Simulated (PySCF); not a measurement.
# Converging HCl⁺ in the basis (MP2)

PySCF, UHF reference; doublet, unpaired electrons π ↑; De to H + Cl⁺ without counterpoise correction. Frozen cores follow the default of each basis and core potential.

```json
{"basis": "def2-SVP", "relativity": "no relativity", "functions": "23", "Re (Å)": "1.316", "ωe (cm⁻¹)": "2809", "De (eV)": "4.35", "frozen orbitals": "5"}
{"basis": "cc-pVDZ/cc-pV(D+d)Z", "relativity": "no relativity", "functions": "28", "Re (Å)": "1.318", "ωe (cm⁻¹)": "2792", "De (eV)": "4.36", "frozen orbitals": "5"}
{"basis": "aug-pcseg-1", "relativity": "no relativity", "functions": "36", "Re (Å)": "1.322", "ωe (cm⁻¹)": "2749", "De (eV)": "4.35", "frozen orbitals": "5"}
{"basis": "def2-TZVPPD", "relativity": "no relativity", "functions": "68", "Re (Å)": "1.310", "ωe (cm⁻¹)": "2746", "De (eV)": "4.62", "frozen orbitals": "5"}
```

**Question.** How does each smaller set differ from the one with most functions, def2-TZVPPD?

**Answer.** def2-SVP: +0.6 pm, +2.3 % in ωe, -0.27 eV in De; cc-pVDZ/cc-pV(D+d)Z: +0.8 pm, +1.7 % in ωe, -0.26 eV in De; aug-pcseg-1: +1.2 pm, +0.1 % in ωe, -0.27 eV in De. All at MP2; the set with most functions is neither the basis-set limit nor always the best.

Correlated steps freeze 5 core orbitals. Correlated levels converge slowly with the basis: in double zeta they bind strong bonds too weakly, by up to about 1 eV, and carry superposition errors of some tenths. For an ion De counts to the pair picked by the measured ionisation energies or electron affinities, which need not be the lowest pair at this level. The state is the lowest determinant that a PBE0 search found; another state may lie lower at other levels.
